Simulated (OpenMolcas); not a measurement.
**BH2ClO (SMILES OBCl) at 6 levels**

Aim: a comparison of 6 runs (B3LYP/6-31G*, B3LYP/def2-SVPD, M06-2X/def2-SVPD, PBE/def2-SVPD, PBE0/def2-SVPD, r2SCAN/def2-SVPD) of BH2ClO. 

The calculation is run with OpenMolcas 26.06.

1 further run of the same task is left out (set aside as unsound or not needed).

### Step 1. The system as given

BH2ClO: 5 atoms, total charge 0, spin state singlet. As SMILES, `OBCl`. The coordinates come from a PBE0-D4/def2-TZVP relaxation. This is one conformer, not always the lowest.

Bond lengths: O1–B2 1.340 Å, B2–Cl3 1.766 Å, O1–H4 0.963 Å, B2–H5 1.189 Å. Angles: O1–B2–Cl3 121.0°, O1–B2–H5 119.8°, Cl3–B2–H5 119.2°, B2–O1–H4 113.9°.

### Step 2. Energy and forces at B3LYP/6-31G(d) (spherical functions) (run 1)

calc.input reads:

```
&GATEWAY
 BasLib
 $CurrDir
 Coord
 5
 bohr
 O     -1.63140056    -1.16898458    -0.00548021
 B      0.71620620    -0.25927042     0.26059323
 Cl     1.49023802     2.82703028    -0.74700874
 H     -2.79244829     0.00226767    -0.77422079
 H      2.31170197    -1.54031576     1.18788184
 Basis
 6-31Gs
 Group
 NoSym

&SEWARD
 GridInput
 Grid=UltraFine
 End of Grid

&SCF
 KSDFT
 B3LYP
 Thresholds
 1e-10 1e-07 1e-07 1e-05
 PrOrbitals
 1 1

&ALASKA
```

The basis set 6-31G* is read from a file made from the Basis Set Exchange's data (not shown).

The run is started by

```sh
$ export MOLCAS_MEM=1860
$ pymolcas calc.input > calc.log
```

Output:

```text
--- Start Module: gateway ---
[...]
--- Stop Module: gateway /rc=_RC_ALL_IS_WELL_ ---
[...]
      Basis functions           50
[...]
--- Start Module: scf ---
[...]
       Convergence after  15 Iterations
[...]
::    Total KS-DFT energy                            -561.5561761559
[...]
      Total spin, S                                     0.0000000000
[...]
      Total electronic charge=   32.000000
      Total            charge=   -0.000000
[...]
      Dipole Moment (debye):
      Origin of the operator (angstrom)=    0.2764    0.6265   -0.1896
                   X= -1.2835E+00               Y=  4.3321E-02               Z= -3.5783E-01           Total=  1.3331E+00
      Quadrupole Moment (debye*angstrom):
[...]
--- Stop Module: scf /rc=_RC_ALL_IS_WELL_ ---
[...]
--- Start Module: alaska ---
[...]
 *              Molecular gradients               *
 **************************************************
  Irreducible representation: a
 ------------------------------------------------------------------------------------------
                              X                       Y                       Z
 ------------------------------------------------------------------------------------------
  O1               -8.33502445861001E-04    8.04336683101070E-03   -3.38627879329989E-03
  B2               -2.80826654669042E-03    4.46795214553930E-03   -2.49534675045515E-03
  CL3              -2.33726590704908E-03   -7.35369722521995E-03    2.26773052136853E-03
  H4                4.97932370487852E-03   -5.16637440085255E-03    3.35408208196752E-03
  H5                9.99711194709985E-04    8.75264949851129E-06    2.59812940436532E-04
 ------------------------------------------------------------------------------------------
--- Stop Module: alaska /rc=_RC_ALL_IS_WELL_ ---
[...]
```

Run time: 11 s. Hardware: 1 thread of Arm Neoverse V2, shared host; peak memory 0.38 GiB.

### Step 3. Energy and gradient at B3LYP/def2-SVPD (run 2)

calc.input reads:

```
>>> EXPORT MOLCAS_PRINT=2
&GATEWAY
BasLib
$CurrDir
Coord
5
angstrom
O       -0.863300      -0.618600      -0.002900
B        0.379000      -0.137200       0.137900
Cl       0.788600       1.496000      -0.395300
H       -1.477700       0.001200      -0.409700
H        1.223300      -0.815100       0.628600
Basis
def2-SVPD
Group
NoSym
&SEWARD
GridInput
Grid=UltraFine
End of Grid
&SCF
KSDFT
B3LYP
Thresholds
1e-10 1e-07 1e-07 1e-05
PrOrbitals
1 2
&ALASKA
```

The basis set def2-SVPD is read from a file made from the Basis Set Exchange's data (not shown).

The run is started by

```sh
$ export MOLCAS_MEM=1860
$ pymolcas calc.input > calc.log
```

Output:

```text
--- Start Module: gateway ---
[...]
--- Stop Module: gateway /rc=_RC_ALL_IS_WELL_ ---
[...]
      Basis functions           86
[...]
--- Start Module: scf ---
[...]
       Convergence after  16 Iterations
[...]
::    Total KS-DFT energy                            -561.3810227365
[...]
      Total spin, S                                     0.0000000000
[...]
      Total electronic charge=   32.000000
      Total            charge=   -0.000000
[...]
      Dipole Moment (debye):
      Origin of the operator (angstrom)=    0.2764    0.6265   -0.1896
                   X= -9.9666E-01               Y=  1.6817E-01               Z= -3.3074E-01           Total=  1.0635E+00
      Quadrupole Moment (debye*angstrom):
[...]
--- Stop Module: scf /rc=_RC_ALL_IS_WELL_ ---
[...]
--- Start Module: alaska ---
[...]
 *              Molecular gradients               *
 **************************************************
  Irreducible representation: a
 ------------------------------------------------------------------------------------------
                              X                       Y                       Z
 ------------------------------------------------------------------------------------------
  O1                6.13038717780512E-05    1.35248115873843E-03   -5.18833184272482E-04
  B2                6.18741910298759E-04    6.09796655739725E-03   -2.22573366550360E-03
  CL3              -1.93283773294528E-03   -7.53454308344104E-03    2.44627952930010E-03
  H4                3.89632544988139E-03   -1.42185379270465E-03    1.59468474948987E-03
  H5               -2.64353349905244E-03    1.50594916010327E-03   -1.29639742899634E-03
 ------------------------------------------------------------------------------------------
--- Stop Module: alaska /rc=_RC_ALL_IS_WELL_ ---
[...]
```

Wall time 24 s (1 thread of Arm Neoverse V2, shared host); peak memory 0.47 GiB.

Runs 3 to 5 aren't shown in full; the table further down has their settings and results.

### Step 4. Energy and gradient at r2SCAN/def2-SVPD (run 6)

run.inp reads:

```
* BClH2O Kohn-Sham DFT
>>> EXPORT MOLCAS_PRINT=2

&GATEWAY
  BasLib=$CurrDir
  Coord
  5
  angstrom
  O       -0.863300      -0.618600      -0.002900
  B        0.379000      -0.137200       0.137900
  Cl       0.788600       1.496000      -0.395300
  H       -1.477700       0.001200      -0.409700
  H        1.223300      -0.815100       0.628600
  Basis=def2-SVPD
  Group=NoSym

&SEWARD
  GridInput
  Grid=UltraFine
  End of Grid

&SCF
  KSDFT=2
  1.0 MGGA_X_R2SCAN
  1.0 MGGA_C_R2SCAN
  Thresholds=1e-10 1e-07 1e-07 1e-05
  PrOrbitals=1 1

&ALASKA
```

The basis set def2-SVPD is read from a file made from the Basis Set Exchange's data (not shown).

The run is started by

```sh
$ export MOLCAS_MEM=1860
$ pymolcas run.inp > run.log
```

Output:

```text
--- Start Module: gateway ---
[...]
--- Stop Module: gateway /rc=_RC_ALL_IS_WELL_ ---
[...]
      Basis functions           86
[...]
--- Start Module: scf ---
[...]
       Convergence after  15 Iterations
[...]
::    Total KS-DFT energy                            -561.2748083451
[...]
      Total spin, S                                     0.0000000000
[...]
      Total electronic charge=   32.000000
      Total            charge=   -0.000000
[...]
      Dipole Moment (debye):
      Origin of the operator (angstrom)=    0.2764    0.6265   -0.1896
                   X= -1.0496E+00               Y=  1.4346E-01               Z= -3.3510E-01           Total=  1.1111E+00
      Quadrupole Moment (debye*angstrom):
[...]
--- Stop Module: scf /rc=_RC_ALL_IS_WELL_ ---
[...]
--- Start Module: alaska ---
[...]
 *              Molecular gradients               *
 **************************************************
  Irreducible representation: a
 ------------------------------------------------------------------------------------------
                              X                       Y                       Z
 ------------------------------------------------------------------------------------------
  O1                6.88282404953000E-04    2.36501805365563E-03   -7.50201874244016E-04
  B2                7.20343636878340E-04    3.48295860301384E-03   -1.17098419803652E-03
  CL3              -1.14381436438293E-03   -5.83133842655670E-03    1.98637131293200E-03
  H4                3.11669716208396E-03   -2.17137522500099E-03    1.68219014355309E-03
  H5               -3.38150883950439E-03    2.15473699492241E-03   -1.74737538422476E-03
 ------------------------------------------------------------------------------------------
--- Stop Module: alaska /rc=_RC_ALL_IS_WELL_ ---
[...]
```

Run time: 31 s. Hardware: 1 thread of Arm Neoverse V2, shared host; peak memory 0.47 GiB.

### Step 5. Overview of the runs

```csv
run,level,energy (Eh),dipole moment (D),HOMO energy (eV),LUMO energy (eV),wall time
1,B3LYP/6-31G* (spherical functions),-561.556176,1.33,-8.72,-0.21,11 s
2,B3LYP/def2-SVPD,-561.381023,1.06,-8.97,-0.75,24 s
3,M06-2X/def2-SVPD,-561.308352,1.04,-10.58,0.29,28 s
4,PBE/def2-SVPD,-561.048851,1.13,-7.82,-1.54,22 s
5,PBE0/def2-SVPD,-561.093175,1.08,-9.25,-0.52,21 s
6,r2SCAN/def2-SVPD,-561.274808,1.11,-8.16,-1.12,31 s
```

### Step 6. Outcome

```
                       quantity          value
            run 6: total energy  -561.27481 Eh
           run 6: dipole moment         1.11 D
             run 6: HOMO energy       -8.16 eV
             run 6: LUMO energy       -1.12 eV
           run 6: HOMO–LUMO gap        7.04 eV
run 6: largest force on an atom     0.322 eV/Å
```

**Reading.** The dipole moment (its size) runs from 1.04 D (M06-2X/def2-SVPD) to 1.33 D (B3LYP/6-31G*). The two ends differ in method and basis. The HOMO–LUMO gap runs from 6.28 eV (PBE/def2-SVPD) to 10.87 eV (M06-2X/def2-SVPD). Totals of different functionals can't be ranked against each other. All runs together took 2.3 min, the longest 31 s.
